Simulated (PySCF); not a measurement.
Geometries of 3 isomers of C6H4O2, from PBE0-D3(BJ)/def2-SVP geometry optimisation, gas phase in PySCF 2.14.0. One conformer each, no zero-point energy, no frequencies.

Question: Which is lowest in electronic energy at this level?
A.
```xyz
12
angstrom
C      1.984   -0.173   -0.481
C      1.566    0.243    0.757
C      0.150    0.279    0.627
O     -0.964    0.559    1.323
C     -1.999    0.343    0.461
C     -1.582   -0.073   -0.777
C     -0.166   -0.108   -0.647
O      0.949   -0.389   -1.343
H      2.976   -0.357   -0.885
H      2.200    0.478    1.608
H     -2.992    0.527    0.865
H     -2.216   -0.308   -1.628
```
B.
```xyz
12
angstrom
O     -0.783   -2.552   -0.004
C     -0.420   -1.394   -0.006
C      1.019   -1.034   -0.010
C      1.422    0.247   -0.017
C      0.447    1.365   -0.017
O      0.814    2.523   -0.018
C     -0.992    1.005   -0.014
C     -1.395   -0.275   -0.007
H      1.719   -1.873   -0.009
H      2.476    0.535   -0.021
H     -1.692    1.845   -0.016
H     -2.449   -0.564   -0.004
```
C.
```xyz
12
angstrom
O      0.283    2.615    0.296
C      0.115    1.427    0.157
C     -1.216    0.797    0.152
C     -1.342   -0.537   -0.002
C     -0.187   -1.414   -0.169
C      1.078   -0.946   -0.183
C      1.343    0.494   -0.026
O      2.455    0.964   -0.035
H     -2.076    1.459    0.277
H     -2.334   -0.995   -0.004
H     -0.374   -2.485   -0.285
H      1.946   -1.597   -0.307
```

Answer: B. That is benzoquinone, `O=C1C=CC(=O)C=C1`, 6.6 kcal/mol below the next.

```csv
SMILES,atoms numbered as above,E (Eh),relative (kcal/mol),relative (kJ/mol),dipole (D)
O=C1C=CC(=O)C=C1,[O:1]=[C:2]1[CH:3]=[CH:4][C:5](=[O:6])[CH:7]=[CH:8]1,-380.75150,0.0,0.0,0.01
O=C1C=CC=CC1=O,[O:1]=[C:2]1[CH:3]=[CH:4][CH:5]=[CH:6][C:7]1=[O:8],-380.74093,6.6,27.7,5.20
c1cc2occc2o1,[cH:1]1[cH:2][c:3]2[o:4][cH:5][cH:6][c:7]2[o:8]1,-380.73462,10.6,44.3,0.00
```

As drawn, the lowest has a C=O bond and a C=C bond outside aromatic rings, which the highest lacks; the highest has an aromatic ring, which the lowest lacks.
